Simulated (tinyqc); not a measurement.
Worked calculation (part 1 of 2): UHF in the sto-3g basis, for H2O+, spin multiplicity 2. This run ends on a higher stationary point, not on the lowest solution. Computed by tinyqc, a small Python program that keeps every step (integrals from PySCF). Settings: charge = 1, multiplicity = 2, basis = sto-3g, energy threshold = 1e-10, iteration cap = 87, orthogonalisation = canonical, start = highest core orbitals, DIIS depth = 8, DIIS from iteration = 3, method = UHF. Command: `OMP_NUM_THREADS=1 python tinyqc.py 29079 29080 out.jsonl` (the two numbers bound the seeds that draw the settings). One thread of a shared host (Intel(R) Xeon(R) Processor @ 2.60GHz), about 0.1 s of CPU time with the checks. Later iterations appear only in the table of the cycle.

## One-electron integrals

Geometry (angstrom):

| atom | x | y | z |
|---|---|---|---|
| O | 0.0000 | 0.0000 | 0.0000 |
| H | 0.0000 | 0.8550 | 0.5960 |
| H | 0.0000 | -0.8820 | 0.6150 |

Basis sto-3g: exponents (1/bohr^2) and contraction coefficients of normalised primitives:

| element | l (shell) | exponent | coefficient |
|---|---|---|---|
| O | s (1) | 130.7093 | 0.1543 |
| O | s (1) | 23.8089 | 0.5353 |
| O | s (1) | 6.4436 | 0.4446 |
| O | s (2) | 5.0332 | -0.1000 |
| O | s (2) | 1.1696 | 0.3995 |
| O | s (2) | 0.3804 | 0.7001 |
| O | p (3) | 5.0332 | 0.1559 |
| O | p (3) | 1.1696 | 0.6077 |
| O | p (3) | 0.3804 | 0.3920 |
| H | s (1) | 3.4253 | 0.1543 |
| H | s (1) | 0.6239 | 0.5353 |
| H | s (1) | 0.1689 | 0.4446 |

Overlap, kinetic and nuclear-attraction integrals over the contracted functions; the nuclear repulsion is the sum of Za Zb / Rab.

nuclear repulsion = 8.303691 hartree

overlap S, lower triangle:
```
         1O 1s   1O 2s  1O 2px   1O 2py  1O 2pz   2H 1s   3H 1s
1O 1s   1.0000
1O 2s   0.2367  1.0000
1O 2px  0.0000  0.0000  1.0000
1O 2py  0.0000  0.0000  0.0000   1.0000
1O 2pz  0.0000  0.0000  0.0000   0.0000  1.0000
2H 1s   0.0441  0.4207  0.0000   0.2974  0.2073  1.0000
3H 1s   0.0407  0.4007  0.0000  -0.2872  0.2002  0.1808  1.0000
```

kinetic energy T (hartree), lower triangle:
```
          1O 1s   1O 2s  1O 2px   1O 2py  1O 2pz    2H 1s   3H 1s
1O 1s   29.0032
1O 2s   -0.1680  0.8081
1O 2px   0.0000  0.0000  2.5287
1O 2py   0.0000  0.0000  0.0000   2.5287
1O 2pz   0.0000  0.0000  0.0000   0.0000  2.5287
2H 1s   -0.0070  0.0916  0.0000   0.1830  0.1276   0.7600
3H 1s   -0.0079  0.0792  0.0000  -0.1655  0.1154  -0.0041  0.7600
```

nuclear attraction V (hartree), lower triangle:
```
           1O 1s     1O 2s   1O 2px    1O 2py   1O 2pz    2H 1s    3H 1s
1O 1s   -61.6183
1O 2s    -7.4198  -10.0449
1O 2px    0.0000    0.0000  -9.9057
1O 2py   -0.0007   -0.0069   0.0000  -10.0388
1O 2pz   -0.0145   -0.1760   0.0000   -0.0035  -9.9704
2H 1s    -1.4176   -3.3071   0.0000   -2.0711  -1.4918  -5.4870
3H 1s    -1.3088   -3.1181   0.0000    1.9714  -1.4219  -1.1006  -5.3780
```

core Hamiltonian H = T + V (hartree), lower triangle:
```
           1O 1s    1O 2s   1O 2px   1O 2py   1O 2pz    2H 1s    3H 1s
1O 1s   -32.6151
1O 2s    -7.5878  -9.2368
1O 2px    0.0000   0.0000  -7.3770
1O 2py   -0.0007  -0.0069   0.0000  -7.5100
1O 2pz   -0.0145  -0.1760   0.0000  -0.0035  -7.4416
2H 1s    -1.4245  -3.2155   0.0000  -1.8880  -1.3642  -4.7269
3H 1s    -1.3168  -3.0390   0.0000   1.8059  -1.3065  -1.1047  -4.6180
```

## Two-electron integrals

Functions are numbered as in S; the eight-fold symmetry (ij|kl) = (ji|kl) = (kl|ij) leaves the list below.

Two-electron integrals (ij|kl) in chemists' order, unique and non-zero (hartree):
```
(11|11) 4.7851      (21|11) 0.7414      (21|21) 0.1369      (22|11) 1.1189
(22|21) 0.2566      (22|22) 0.8172      (31|31) 0.0245      (32|31) 0.0378
(32|32) 0.1805      (33|11) 1.1158      (33|21) 0.2567      (33|22) 0.8170
(33|33) 0.8802      (41|41) 0.0245      (42|41) 0.0378      (42|42) 0.1805
(43|43) 0.0474      (44|11) 1.1158      (44|21) 0.2567      (44|22) 0.8170
(44|33) 0.7853      (44|44) 0.8802      (51|51) 0.0245      (52|51) 0.0378
(52|52) 0.1805      (53|53) 0.0474      (54|54) 0.0474      (55|11) 1.1158
(55|21) 0.2567      (55|22) 0.8170      (55|33) 0.7853      (55|44) 0.7853
(55|55) 0.8802      (61|11) 0.1400      (61|21) 0.0256      (61|22) 0.0478
(61|33) 0.0477      (61|41) 0.0010      (61|42) 0.0018      (61|44) 0.0479
(61|51) 0.0007      (61|52) 0.0013      (61|54) 1.34e-04    (61|55) 0.0478
(61|61) 0.0049      (62|11) 0.3477      (62|21) 0.0808      (62|22) 0.2857
(62|33) 0.2808      (62|41) 0.0050      (62|42) 0.0384      (62|44) 0.2905
(62|51) 0.0035      (62|52) 0.0268      (62|54) 0.0068      (62|55) 0.2855
(62|61) 0.0154      (62|62) 0.1247      (63|31) 0.0084      (63|32) 0.0490
(63|43) 0.0079      (63|53) 0.0055      (63|63) 0.0176      (64|11) 0.2080
(64|21) 0.0489      (64|22) 0.1847      (64|33) 0.1764      (64|41) 0.0110
(64|42) 0.0725      (64|44) 0.1983      (64|51) 0.0018      (64|52) 0.0163
(64|54) 0.0097      (64|55) 0.1793      (64|61) 0.0097      (64|62) 0.0979
(64|64) 0.0936      (65|11) 0.1450      (65|21) 0.0341      (65|22) 0.1288
(65|33) 0.1230      (65|41) 0.0018      (65|42) 0.0163      (65|44) 0.1272
(65|51) 0.0096      (65|52) 0.0604      (65|54) 0.0109      (65|55) 0.1361
(65|61) 0.0068      (65|62) 0.0683      (65|64) 0.0530      (65|65) 0.0545
(66|11) 0.4940      (66|21) 0.1166      (66|22) 0.4737      (66|33) 0.4546
(66|41) 0.0091      (66|42) 0.0978      (66|44) 0.4926      (66|51) 0.0064
(66|52) 0.0682      (66|54) 0.0265      (66|55) 0.4731      (66|61) 0.0225
(66|62) 0.2626      (66|64) 0.2354      (66|65) 0.1641      (66|66) 0.7746
(71|11) 0.1293      (71|21) 0.0237      (71|22) 0.0441      (71|33) 0.0441
(71|41) -0.0009     (71|42) -0.0017     (71|44) 0.0442      (71|51) 0.0006
(71|52) 0.0012      (71|54) -1.25e-04   (71|55) 0.0441      (71|61) 0.0044
(71|62) 0.0138      (71|64) 0.0080      (71|65) 0.0061      (71|66) 0.0198
(71|71) 0.0041      (72|11) 0.3277      (72|21) 0.0762      (72|22) 0.2701
(72|33) 0.2654      (72|41) -0.0047     (72|42) -0.0365     (72|44) 0.2747
(72|51) 0.0033      (72|52) 0.0255      (72|54) -0.0065     (72|55) 0.2699
(72|61) 0.0141      (72|62) 0.0937      (72|64) 0.0510      (72|65) 0.0499
(72|66) 0.1600      (72|71) 0.0134      (72|72) 0.1124      (73|31) 0.0078
(73|32) 0.0460      (73|43) -0.0075     (73|53) 0.0052      (73|63) 0.0126
(73|73) 0.0157      (74|11) -0.1982     (74|21) -0.0466     (74|22) -0.1766
(74|33) -0.1687     (74|41) 0.0103      (74|42) 0.0685      (74|44) -0.1895
(74|51) -0.0018     (74|52) -0.0157     (74|54) 0.0093      (74|55) -0.1715
(74|61) -0.0082     (74|62) -0.0519     (74|64) -0.0162     (74|65) -0.0270
(74|66) -0.0800     (74|71) -0.0086     (74|72) -0.0893     (74|74) 0.0858
(75|11) 0.1382      (75|21) 0.0325      (75|22) 0.1232      (75|33) 0.1176
(75|41) -0.0018     (75|42) -0.0157     (75|44) 0.1217      (75|51) 0.0090
(75|52) 0.0570      (75|54) -0.0103     (75|55) 0.1301      (75|61) 0.0063
(75|62) 0.0503      (75|64) 0.0268      (75|65) 0.0390      (75|66) 0.0937
(75|71) 0.0060      (75|72) 0.0622      (75|74) -0.0489     (75|75) 0.0497
(76|11) 0.1101      (76|21) 0.0258      (76|22) 0.0989      (76|33) 0.0967
(76|41) -1.51e-05   (76|42) -1.88e-04   (76|44) 0.0988      (76|51) 0.0018
(76|52) 0.0161      (76|54) -4.71e-05   (76|55) 0.1010      (76|61) 0.0049
(76|62) 0.0421      (76|64) 0.0286      (76|65) 0.0260      (76|66) 0.0908
(76|71) 0.0045      (76|72) 0.0402      (76|74) -0.0279     (76|75) 0.0250
(76|76) 0.0177      (77|11) 0.4805      (77|21) 0.1135      (77|22) 0.4627
(77|33) 0.4443      (77|41) -0.0087     (77|42) -0.0947     (77|44) 0.4810
(77|51) 0.0061      (77|52) 0.0661      (77|54) -0.0256     (77|55) 0.4622
(77|61) 0.0209      (77|62) 0.1654      (77|64) 0.0815      (77|65) 0.0960
(77|66) 0.3020      (77|71) 0.0202      (77|72) 0.2468      (77|74) -0.2238
(77|75) 0.1560      (77|76) 0.0908      (77|77) 0.7746
```

## Orthogonalisation

S = U s U^T; canonical form X = U s^(-1/2), so that X^T S X = 1. Each column of U has its largest component positive (the first on a tie).

eigenvalues of S: 0.4075  0.4880  0.8908  1.0000  1.0913  1.3325  1.7899

X:
```
              1        2        3       4        5        6       7
1O 1s   -0.3323   0.0535   0.7409  0.0000  -0.6128  -0.0056  0.1751
1O 2s    1.0762  -0.1365  -0.2786  0.0000  -0.2882  -0.0092  0.4478
1O 2px   0.0000   0.0000   0.0000  1.0000   0.0000   0.0000  0.0000
1O 2py   0.1341   0.8892  -0.0019  0.0000   0.0037   0.6747  0.0117
1O 2pz   0.4675  -0.0598   0.6586  0.0000   0.6449  -0.0058  0.1961
2H 1s   -0.8016  -0.6916  -0.1731  0.0000   0.1426   0.3725  0.3891
3H 1s   -0.5535   0.8690  -0.1800  0.0000   0.1465  -0.3954  0.3708
```

## Starting guess

The start is the highest orbitals of the core Hamiltonian (a deliberately bad start); D(s) = C_occ C_occ^T for each spin.

D(alpha) at the start, lower triangle:
```
          1O 1s    1O 2s  1O 2px   1O 2py   1O 2pz    2H 1s   3H 1s
1O 1s    0.0096
1O 2s   -0.0554   0.3824
1O 2px   0.0000   0.0000  1.0000
1O 2py   0.0045  -0.0097  0.0000   1.2632
1O 2pz   0.0678  -0.2214  0.0000  -0.0031   0.9342
2H 1s    0.0385  -0.4115  0.0000  -0.4610  -0.2115   1.4336
3H 1s    0.0372  -0.3759  0.0000   0.4412  -0.1969  -0.1332  1.3867
```

D(beta) at the start, lower triangle:
```
          1O 1s    1O 2s  1O 2px   1O 2py   1O 2pz    2H 1s   3H 1s
1O 1s    0.0096
1O 2s   -0.0553   0.3819
1O 2px   0.0000   0.0000  1.0000
1O 2py  -0.0013   0.0133  0.0000   0.1103
1O 2pz   0.0678  -0.2215  0.0000  -0.0001   0.9341
2H 1s    0.0393  -0.4147  0.0000  -0.2971  -0.2119   1.4104
3H 1s    0.0364  -0.3726  0.0000   0.2773  -0.1965  -0.1099  1.3634
```

## Iteration 1: building the Fock matrix

J_ij = sum D_kl (ij|kl) with D = D(alpha) + D(beta), K_ij = sum D_kl (ik|jl) for each spin; F = H + J - K(s); E = tr D H + tr D J / 2 - 0.5 sum_s tr D(s) K(s) + E_nn.

Coulomb J (hartree), lower triangle:
```
          1O 1s    1O 2s  1O 2px   1O 2py  1O 2pz   2H 1s   3H 1s
1O 1s    7.4487
1O 2s    1.7211   5.8410
1O 2px   0.0000   0.0000  5.8090
1O 2py  -0.0008  -0.0024  0.0000   5.8578
1O 2pz  -0.0238  -0.0072  0.0000   0.0006  5.8521
2H 1s    0.3195   2.1976  0.0000   1.4942  1.0541  4.3951
3H 1s    0.2953   2.0849  0.0000  -1.4361  1.0126  0.8217  4.3521
```

exchange K(alpha) (hartree), lower triangle:
```
          1O 1s    1O 2s  1O 2px   1O 2py  1O 2pz   2H 1s   3H 1s
1O 1s    0.0853
1O 2s    0.1151   0.6568
1O 2px   0.0000   0.0000  1.0010
1O 2py  -0.0008  -0.0195  0.0000   1.0587
1O 2pz  -0.0123  -0.3051  0.0000  -0.0057  0.9124
2H 1s    0.0246   0.2490  0.0000   0.2742  0.0913  0.7950
3H 1s    0.0233   0.2436  0.0000  -0.2763  0.0920  0.0948  0.8019
```

exchange K(beta) (hartree), lower triangle:
```
          1O 1s    1O 2s  1O 2px   1O 2py  1O 2pz   2H 1s   3H 1s
1O 1s    0.0577
1O 2s    0.0737   0.4717
1O 2px   0.0000   0.0000  0.9510
1O 2py   0.0000   0.0033  0.0000   0.1661
1O 2pz  -0.0117  -0.2985  0.0000  -0.0027  0.8639
2H 1s    0.0137   0.1903  0.0000   0.1296  0.0877  0.7437
3H 1s    0.0128   0.1806  0.0000  -0.1242  0.0869  0.0993  0.7501
```

F(alpha) (hartree), lower triangle:
```
           1O 1s    1O 2s   1O 2px   1O 2py   1O 2pz    2H 1s    3H 1s
1O 1s   -25.2518
1O 2s    -5.9818  -4.0526
1O 2px    0.0000   0.0000  -2.5689
1O 2py   -0.0006   0.0101   0.0000  -2.7110
1O 2pz   -0.0261   0.1219   0.0000   0.0028  -2.5019
2H 1s    -1.1297  -1.2669   0.0000  -0.6680  -0.4014  -1.1269
3H 1s    -1.0447  -1.1976   0.0000   0.6462  -0.3859  -0.3777  -1.0677
```

F(beta) (hartree), lower triangle:
```
           1O 1s    1O 2s   1O 2px   1O 2py   1O 2pz    2H 1s    3H 1s
1O 1s   -25.2241
1O 2s    -5.9404  -3.8675
1O 2px    0.0000   0.0000  -2.5190
1O 2py   -0.0015  -0.0127   0.0000  -1.8183
1O 2pz   -0.0267   0.1153   0.0000  -0.0002  -2.4534
2H 1s    -1.1188  -1.2083   0.0000  -0.5234  -0.3978  -1.0756
3H 1s    -1.0343  -1.1347   0.0000   0.4941  -0.3809  -0.3823  -1.0159
```

total energy of this density = -26.161415 hartree

## Iteration 1: diagonalisation and new density

Diagonalise F' = X^T F X, C = X C', fill 5 alpha and 4 beta electrons from the bottom; D(s) = C_occ C_occ^T. Each column has its largest component positive (the first on a tie).

F' = X^T F X (alpha) (hartree), lower triangle:
```
         1        2         3        4         5        6        7
1  -1.8766
2   0.1283  -1.2463
3   2.4410  -0.4619  -12.4436
4   0.0000   0.0000    0.0000  -2.5689
5  -2.2762   0.4331    9.8810   0.0000  -12.6150
6  -0.1284  -0.9520    0.1230   0.0000   -0.1267  -2.1285
7   0.1028  -0.0735   -4.8246   0.0000    5.0720   0.0448  -4.2745
```

orbital energies (alpha) (hartree): MO1 -25.2518, MO2 -2.8540, MO3 -2.7373, MO4 -2.5689, MO5 -2.4660, MO6 -0.6648, MO7 -0.6105

coefficients C (alpha):
```
            MO1      MO2      MO3     MO4      MO5      MO6      MO7
1O 1s    1.0000  -0.2349  -0.0165  0.0000  -0.0891   0.0695   0.0080
1O 2s   -0.0002   1.0138   0.0727  0.0000   0.3985  -0.5855  -0.0606
1O 2px   0.0000   0.0000   0.0000  1.0000   0.0000   0.0000   0.0000
1O 2py   0.0000  -0.0801   1.0481  0.0000   0.0250  -0.0688   0.3921
1O 2pz   0.0009  -0.3070  -0.0445  0.0000   0.9708  -0.2661  -0.0290
2H 1s    0.0005  -0.0504  -0.1026  0.0000  -0.0770   0.9338  -0.7551
3H 1s    0.0005  -0.0635   0.0945  0.0000  -0.0706   0.6700   0.9707
```

F' = X^T F X (beta) (hartree), lower triangle:
```
         1        2         3        4         5        6        7
1  -1.8110
2   0.1603  -0.8794
3   2.4242  -0.4562  -12.4011
4   0.0000   0.0000    0.0000  -2.5190
5  -2.3013   0.4414    9.9079   0.0000  -12.5618
6  -0.0801  -0.5025    0.1268   0.0000   -0.1210  -1.5514
7   0.1768  -0.0846   -4.8494   0.0000    5.0340   0.0427  -4.1704
```

orbital energies (beta) (hartree): MO1 -25.2242, MO2 -2.6894, MO3 -2.5190, MO4 -2.4018, MO5 -1.8194, MO6 -0.6579, MO7 -0.5824

coefficients C (beta):
```
            MO1      MO2     MO3      MO4      MO5      MO6      MO7
1O 1s    1.0004  -0.2207  0.0000  -0.1173   0.0040   0.0702   0.0053
1O 2s   -0.0021   0.9566  0.0000   0.5224  -0.0174  -0.5905  -0.0363
1O 2px   0.0000   0.0000  1.0000   0.0000   0.0000   0.0000   0.0000
1O 2py   0.0000   0.0150  0.0000   0.0121   1.0160  -0.0606   0.4772
1O 2pz   0.0009  -0.4305  0.0000   0.9233  -0.0036  -0.2688  -0.0172
2H 1s    0.0008  -0.0485  0.0000  -0.0802  -0.0270   0.9002  -0.8009
3H 1s    0.0008  -0.0433  0.0000  -0.0764   0.0301   0.7122   0.9451
```

D(alpha) after iteration 1, lower triangle:
```
          1O 1s    1O 2s  1O 2px   1O 2py   1O 2pz    2H 1s   3H 1s
1O 1s    1.0634
1O 2s   -0.2751   1.1918
1O 2px   0.0000   0.0000  1.0000
1O 2py  -0.0007   0.0049  0.0000   1.1055
1O 2pz  -0.0127   0.0723  0.0000   0.0022   1.0387
2H 1s    0.0209  -0.0893  0.0000  -0.1054  -0.0547   0.0190
3H 1s    0.0201  -0.0856  0.0000   0.1024  -0.0532  -0.0011  0.0180
```

D(beta) after iteration 1, lower triangle:
```
          1O 1s    1O 2s  1O 2px   1O 2py   1O 2pz   2H 1s   3H 1s
1O 1s    1.0633
1O 2s   -0.2745   1.1880
1O 2px   0.0000   0.0000  1.0000
1O 2py  -0.0047   0.0207  0.0000   0.0004
1O 2pz  -0.0125   0.0705  0.0000   0.0047   1.0378
2H 1s    0.0209  -0.0883  0.0000  -0.0017  -0.0532  0.0088
3H 1s    0.0193  -0.0814  0.0000  -0.0016  -0.0518  0.0082  0.0077
```

## Iteration 2: building the Fock matrix

As before.

Coulomb J (hartree), lower triangle:
```
          1O 1s   1O 2s  1O 2px   1O 2py  1O 2pz   2H 1s   3H 1s
1O 1s   17.4790
1O 2s    3.2896  7.9900
1O 2px   0.0000  0.0000  8.0161
1O 2py   0.0012  0.0058  0.0000   7.9161
1O 2pz   0.0030  0.0040  0.0000   0.0001  8.0146
2H 1s    0.6163  2.6978  0.0000   1.6991  1.1948  4.2762
3H 1s    0.5693  2.5465  0.0000  -1.6193  1.1409  0.9129  4.1675
```

exchange K(alpha) (hartree), lower triangle:
```
         1O 1s   1O 2s  1O 2px   1O 2py  1O 2pz   2H 1s   3H 1s
1O 1s   4.9228
1O 2s   0.8594  1.4381
1O 2px  0.0000  0.0000  1.1825
1O 2py  0.0000  0.0002  0.0000   1.1870
1O 2pz  0.0004  0.0046  0.0000   0.0000  1.1834
2H 1s   0.1697  0.4489  0.0000   0.2220  0.1578  0.2312
3H 1s   0.1570  0.4224  0.0000  -0.2108  0.1498  0.1174  0.2071
```

exchange K(beta) (hartree), lower triangle:
```
         1O 1s   1O 2s  1O 2px   1O 2py  1O 2pz   2H 1s   3H 1s
1O 1s   4.8960
1O 2s   0.8190  1.2534
1O 2px  0.0000  0.0000  1.1330
1O 2py  0.0005  0.0159  0.0000   0.2928
1O 2pz  0.0008  0.0088  0.0000   0.0025  1.1349
2H 1s   0.1587  0.3863  0.0000   0.0582  0.1531  0.1682
3H 1s   0.1466  0.3576  0.0000  -0.0443  0.1437  0.1263  0.1457
```

F(alpha) (hartree), lower triangle:
```
           1O 1s    1O 2s   1O 2px   1O 2py   1O 2pz    2H 1s    3H 1s
1O 1s   -20.0590
1O 2s    -5.1576  -2.6849
1O 2px    0.0000   0.0000  -0.5434
1O 2py    0.0005  -0.0013   0.0000  -0.7809
1O 2pz   -0.0120  -0.1765   0.0000  -0.0034  -0.6105
2H 1s    -0.9779  -0.9667   0.0000  -0.4109  -0.3271  -0.6819
3H 1s    -0.9045  -0.9149   0.0000   0.3974  -0.3155  -0.3093  -0.6576
```

F(beta) (hartree), lower triangle:
```
           1O 1s    1O 2s   1O 2px   1O 2py   1O 2pz    2H 1s    3H 1s
1O 1s   -20.0322
1O 2s    -5.1171  -2.5002
1O 2px    0.0000   0.0000  -0.4938
1O 2py    0.0000  -0.0171   0.0000   0.1133
1O 2pz   -0.0123  -0.1808   0.0000  -0.0059  -0.5620
2H 1s    -0.9669  -0.9041   0.0000  -0.2471  -0.3224  -0.6189
3H 1s    -0.8941  -0.8501   0.0000   0.2310  -0.3093  -0.3182  -0.5961
```

total energy of this density = -73.769350 hartree

## Iteration 2: diagonalisation and new density

As before.

F' = X^T F X (alpha) (hartree), lower triangle:
```
         1        2        3        4        5        6        7
1  -0.5299
2   0.1261   0.0433
3   1.8090  -0.3460  -8.9056
4   0.0000   0.0000   0.0000  -0.5434
5  -1.5491   0.3105   8.5538   0.0000  -9.4264
6  -0.0233  -0.1003   0.0946   0.0000  -0.1026  -0.8818
7   0.2803  -0.0853  -3.9821   0.0000   4.2478   0.0490  -3.2877
```

orbital energies (alpha) (hartree): MO1 -20.0695, MO2 -1.4992, MO3 -0.8920, MO4 -0.6196, MO5 -0.5434, MO6 0.0066, MO7 0.0856

coefficients C (alpha):
```
            MO1      MO2      MO3      MO4     MO5      MO6      MO7
1O 1s    0.9936  -0.2443   0.0027   0.0928  0.0000   0.1077   0.0347
1O 2s    0.0280   0.9055  -0.0149  -0.4412  0.0000  -0.6858  -0.2288
1O 2px   0.0000   0.0000   0.0000   0.0000  1.0000   0.0000   0.0000
1O 2py   0.0001   0.0021   0.7674  -0.0056  0.0000   0.2225  -0.7909
1O 2pz   0.0030   0.1803   0.0066   0.8425  0.0000  -0.5811  -0.1740
2H 1s   -0.0057   0.1078   0.2980   0.2104  0.0000   0.5197   1.0230
3H 1s   -0.0054   0.1013  -0.2960   0.2231  0.0000   0.9687  -0.5684
```

F' = X^T F X (beta) (hartree), lower triangle:
```
         1        2        3        4        5        6        7
1  -0.4655
2   0.1573   0.3822
3   1.7932  -0.3418  -8.8633
4   0.0000   0.0000   0.0000  -0.4938
5  -1.5727   0.3176   8.5799   0.0000  -9.3748
6   0.0259   0.3344   0.0966   0.0000  -0.0979  -0.2823
7   0.3531  -0.0932  -4.0081   0.0000   4.2118   0.0513  -3.1792
```

orbital energies (beta) (hartree): MO1 -20.0410, MO2 -1.3420, MO3 -0.5617, MO4 -0.4938, MO5 -0.4161, MO6 0.0326, MO7 0.5454

coefficients C (beta):
```
            MO1      MO2      MO3     MO4      MO5      MO6      MO7
1O 1s    0.9942  -0.2350   0.1057  0.0000  -0.0017   0.1163  -0.0034
1O 2s    0.0256   0.8670  -0.4942  0.0000   0.0084  -0.7352   0.0326
1O 2px   0.0000   0.0000   0.0000  1.0000   0.0000   0.0000   0.0000
1O 2py   0.0002   0.0102  -0.0029  0.0000  -0.2884   0.0297   1.0862
1O 2pz   0.0029   0.2116   0.8265  0.0000  -0.0178  -0.6179   0.0208
2H 1s   -0.0054   0.1359   0.2136  0.0000  -0.6313   0.7848  -0.6186
3H 1s   -0.0051   0.1259   0.2228  0.0000   0.6721   0.7610   0.5593
```

D(alpha) after iteration 2, lower triangle:
```
          1O 1s    1O 2s  1O 2px   1O 2py  1O 2pz    2H 1s   3H 1s
1O 1s    1.0555
1O 2s   -0.2345   1.0157
1O 2px   0.0000   0.0000  1.0000
1O 2py   0.0011  -0.0070  0.0000   0.5889
1O 2pz   0.0372  -0.2084  0.0000   0.0007  0.7424
2H 1s   -0.0117   0.0002  0.0000   0.2277  0.1987   0.1447
3H 1s   -0.0102  -0.0025  0.0000  -0.2282  0.2043  -0.0303  0.1477
```

D(beta) after iteration 2, lower triangle:
```
          1O 1s    1O 2s  1O 2px   1O 2py  1O 2pz   2H 1s   3H 1s
1O 1s    1.0548
1O 2s   -0.2306   0.9966
1O 2px   0.0000   0.0000  1.0000
1O 2py  -0.0026   0.0103  0.0000   0.0001
1O 2pz   0.0405  -0.2249  0.0000  -0.0003  0.7278
2H 1s   -0.0147   0.0122  0.0000   0.0008  0.2053  0.0641
3H 1s   -0.0111  -0.0011  0.0000   0.0006  0.2108  0.0647  0.0655
```
